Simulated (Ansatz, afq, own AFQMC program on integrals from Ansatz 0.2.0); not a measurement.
**Where AFQMC and coupled cluster stand for NH, triplet**

```xyz
2

N     0.0000    0.0000    0.0000
H     0.0000    0.0000    1.0385
```

Basis cc-pVQZ. Noble-gas cores (and the filled d shells of Ga–Kr and In–Xe) are frozen. Ansatz 0.2.0 and our own AFQMC program on the same integrals; the CISD trial comes from CCSD amplitudes, and released means the phaseless constraint is let go. Uncertainties: one standard error, sampling alone.

Determinant: UHF, the one that the program's search chose, which needn't be the lowest solution. The geometry is a PBE0/def2-TZVP stationary point of this or a neighbouring charge and spin state.

No full CI on the walks' own integrals is used here; CCSDT(Q) serves as the reference and is uncertain by about the last step of the cluster series.

Cautions: the ph-AFQMC/HF walk drifts between its halves (2.6 errors).

```
T1 diagnostic                               : 0.0106
weight of the determinant in the CISD state : 0.949
⟨S²⟩ of the determinant                     : 2.016
size of the correlated space                : 6 electrons in 84 orbitals
```

Reference: CCSDT(Q), correlation energy -4.628 eV. The released energy is read at 1.50 1/Eh (meV from the phaseless value at times in 1/Eh: 0.0 ± 2.5 at 0.24, 1.7 ± 1.8 at 0.50, 0.8 ± 2.4 at 1.00, -0.4 ± 2.3 at 1.50).

| level | E − E(reference) (kcal/mol) | share of correlation (%) |
| --- | --- | --- |
| HF | 106.72 | 0.00 |
| MP2 | 14.05 | 86.84 |
| CCSD | 3.16 | 97.03 |
| CCSD(T) | 0.36 | 99.67 |
| CCSDT | 0.07 | 99.93 |
| ph-AFQMC/HF | 0.69 ± 0.47 | 99.36 |
| ph-AFQMC/CISD | 0.01 ± 0.05 | 99.99 |
| released AFQMC | 0.01 ± 0.05 | 99.99 |

A walk keeps the symmetry of its determinant, which the program's search chose and which needn't be the lowest solution, so a lower state of the same spin and another symmetry isn't excluded. Released energies are given only where the last usable release times agree within the noise; a slower fall can still hide under it.
